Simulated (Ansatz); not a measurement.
A run for Ansatz (a first-principles code): R-PBE0/def2-TZVPPD on CH4O (SMILES CO) with ghost functions. Files ending in .json are basis or fitting sets from the Basis Set Exchange.

Ansatz 0.2 input:
```yaml
crystal:
  periodic: [false, false, false]
  atoms:
    - {symbol: O, position_ang: [2.66473884, -0.31205780, -0.45543650]}
    - {symbol: H, position_ang: [2.94676484, 0.05789120, -1.29530050]}
    - {symbol: C, position_ang: [3.05065284, 0.59952620, 0.56399950]}
    - {symbol: H, position_ang: [2.72746984, 0.16989420, 1.50706650]}
    - {symbol: H, position_ang: [4.13170784, 0.73861020, 0.60303950]}
    - {symbol: H, position_ang: [2.57217784, 1.57312420, 0.44882350]}
basis:
  gaussian:
    orbitals: def2-TZVPPD.json
    ghost_atoms:
      - {symbol: N, position_ang: [-2.82592216, -0.52894980, -0.63081550]}
      - {symbol: H, position_ang: [-1.83552316, -0.74116480, -0.65888850]}
      - {symbol: H, position_ang: [-3.30091016, -1.41849680, -0.55398050]}
      - {symbol: C, position_ang: [-3.10825316, 0.27280220, 0.55741850]}
      - {symbol: H, position_ang: [-4.17409816, 0.48711020, 0.60720650]}
      - {symbol: H, position_ang: [-2.81326116, -0.18085880, 1.50939050]}
      - {symbol: H, position_ang: [-2.59547716, 1.22922320, 0.47299050]}
hamiltonian:
  xc: {name: PBE0}
scf: {lower_state_search: off}
```

Task: Predict the final total energy.

Result: -115.6414 hartree.
